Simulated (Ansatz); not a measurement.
```yaml
crystal:
  periodic: [false, false, false]
  atoms:
    - {symbol: Zr, position_ang: [-0.299850, 0.004679, -0.000569]}
    - {symbol: O, position_ang: [1.577519, -0.074360, 0.003223]}
    - {symbol: H, position_ang: [2.097493, 0.756824, 0.000313]}
basis:
  gaussian: {orbitals: def2-TZVP}
magnetization: {spin_polarized: true, initial_magnetization: 1}
hamiltonian: {xc: pbe0}
relax: {f_tol: 0.004, max_steps: 80}
```

```sh
$ ansatz run in.yaml --threads 1 --pin off --events-out ev --progress --plain --max-ram 2176MiB
```

Steps of the relaxation (energy above the last step; positions in Å, forces in eV/Å):

```
3
step 1, 107.4 meV
Zr   -0.300    0.005   -0.001   -0.463   -0.091    0.000
O     1.578   -0.074    0.003    0.676    0.830   -0.003
H     2.097    0.757    0.000   -0.213   -0.739    0.003
```

```
3
step 2, 89.6 meV
Zr   -0.316   -0.004   -0.001   -0.042   -0.100    0.000
O     1.576   -0.057    0.003    0.037    0.447   -0.002
H     2.115    0.749    0.000    0.005   -0.347    0.002
```

```
3
step 3, 69.0 meV
Zr   -0.344   -0.028   -0.001    0.336   -0.073    0.001
O     1.558   -0.016    0.003   -0.463    0.153   -0.002
H     2.161    0.731    0.001    0.127   -0.080    0.001
```

```
3
step 7, 0.0 meV
Zr   -0.383   -0.163    0.000    0.000    0.000    0.000
O     1.418    0.304    0.001    0.000    0.001    0.000
H     2.341    0.546    0.002    0.000   -0.001    0.000
```

Close pairs at the end: O2–H3 0.954 Å, Zr1–O2 1.861 Å, Zr1–H3 2.815 Å.

A stationary point of unrestricted PBE0 after 7 steps, with ⟨S²⟩ = 1.062 against 0.75 for a pure state; no frequencies were run, so it isn't proven a minimum. 2.5 min on 1 thread of AMD EPYC 9R45, shared host.
